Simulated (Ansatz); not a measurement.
# CS2: the cost of one run

Program: Ansatz 0.2.0, Gaussian basis. Level of theory: cc-pV(Q+d)Z, core rule «outside noble gas», up to 11 orbitals frozen. These are calculated values, not measurements.

To be run: UHF; CCSD(T) on RHF; BCCD(T) on RHF; CASSCF and NEVPT2, 16 electrons in 12 orbitals.

18 further runs of the same task are left out: 1 that didn't finish, 17 set aside as unsound or not needed.

### 1 The geometry

The geometry is an MP2(full)/6-31G* stationary point (not a proven minimum).

3 atoms, charge 0, spin multiplicity 1.

Atoms are counted from 1 here; the program's logs count them from 0.

Bond lengths: S1–C2 1.561 Å, C2–S3 1.561 Å. Angles: S1–C2–S3 180.0°.

### 2 UHF

Input file in.yaml:

```yaml
crystal:
  periodic: [false, false, false]
  atoms:
    - {symbol: S, position_ang: [0.000000, 0.000000, 1.561117]}
    - {symbol: C, position_ang: [0.000000, 0.000000, 0.000000]}
    - {symbol: S, position_ang: [0.000000, 0.000000, -1.561117]}
basis:
  gaussian: {orbitals: "cc-pV(Q+d)Z.json"}
magnetization: {spin_polarized: true, initial_magnetization: 0}
hamiltonian: {xc: hf}
output: {orbitals: {seedname: orbitals}}
```

Started as:

```
> ansatz run in.yaml --threads 1 --pin off --events-out ev --progress --plain --max-ram 4096MiB --backend cpu
```

What time and memory should one allow on 1 thread of AMD EPYC 7R13, shared host?

About 14 s, with a peak of 0.56 GiB.
